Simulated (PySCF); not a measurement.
Compound: C₄H₅FO.
SMILES: `O=C(F)C1CC1`

Torsions of this conformer, `[O:1]=[C:2]([F:3])[CH:4]1[CH2:5][CH2:6]1`: O1–C2–C4–C5 34°.

The closed-shell ground state was solved at several levels (PySCF, density fitting, gas phase, non-relativistic). Geometry: PBE0-D3(BJ)/def2-SVP, one conformer, isolated molecule.

| level | basis functions | HOMO (eV) | LUMO (eV) | gap (eV) | dipole (D) |
| --- | --- | --- | --- | --- | --- |
| KT2/pcSseg-2 | 286 | -7.38 | -1.47 | 5.91 | 3.30 |
| B3LYP/pcSseg-2 | 286 | -8.67 | -0.72 | 7.95 | 3.38 |
| KT3/pcSseg-2 | 286 | -7.36 | -1.46 | 5.90 | 3.27 |
| mPW1PW91/pcSseg-2 | 286 | -8.95 | -0.45 | 8.50 | 3.37 |
| PBE0/pcSseg-2 | 286 | -8.92 | -0.43 | 8.49 | 3.37 |

Question: Estimate the row for B97-D/pcSseg-2, a basis of 286 functions; the other rows only guide the guess.

Answer: HOMO -7.23 eV, LUMO -1.43 eV, gap 5.80 eV, dipole 3.27 D.

Question: In the pcSseg-2 basis, how does the gap go with the fixed share of exact exchange?

Answer: B97-D (0 %) 5.80 eV; KT3 (0 %) 5.90 eV; KT2 (0 %) 5.91 eV; B3LYP (20 %) 7.95 eV; PBE0 (25 %) 8.49 eV; mPW1PW91 (25 %) 8.50 eV. Each rise in the share widens the gap here.

Question: How far do the dipole and the HOMO energy spread over the levels?

Answer: The dipole runs from 3.27 to 3.38 D (mean 3.33 D) and the HOMO from -8.95 to -7.23 eV.
